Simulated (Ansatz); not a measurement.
Process, species as SMILES: CSC + H+ → C[SH+]C
B3LYP-D3(BJ)/def2-TZVP geometries, fixed; electronic energies without zero-point terms; positive where energy is released.

The proton affinity at CCSD(T) with Ansatz (a program for electronic structure), in kcal/mol, split into its Hartree-Fock and correlation parts. Cores are frozen. No added dispersion term, no relativity. Functions are those of the species that has most.

```json
[
 {"basis": "cc-pV(D+d)Z", "X": "2", "functions": "86", "Hartree-Fock": "206.58", "CCSD(T)": "206.84"},
 {"basis": "cc-pV(T+d)Z", "X": "3", "functions": "197", "Hartree-Fock": "208.38", "CCSD(T)": "205.25"},
 {"basis": "cc-pV(Q+d)Z", "X": "4", "functions": "384", "Hartree-Fock": "208.51", "CCSD(T)": "204.44"},
 {"basis": "cc-pV(5+d)Z", "X": "5", "functions": "667", "Hartree-Fock": "208.58", "CCSD(T)": "204.19"}
]
```

Worked estimate of the basis-set limit from each neighbouring pair, with Hartree-Fock from the larger set and the correlation part extrapolated as X^-3.
Correlation parts: X = 2: 0.26, X = 3: -3.13, X = 4: -4.07, X = 5: -4.39.
- (2,3): (27·(-3.13) - 8·(0.26))/19 = -4.56; with Hartree-Fock 208.38 the estimate is 203.82 kcal/mol.
- (3,4): (64·(-4.07) - 27·(-3.13))/37 = -4.76; with Hartree-Fock 208.51 the estimate is 203.75 kcal/mol.
- (4,5): (125·(-4.39) - 64·(-4.07))/61 = -4.73; with Hartree-Fock 208.58 the estimate is 203.85 kcal/mol.
The last two estimates differ by 0.10 kcal/mol; the largest set lies 0.34 from the last. Over the last step Hartree-Fock moves by 0.07 and the correlation part by -0.32.
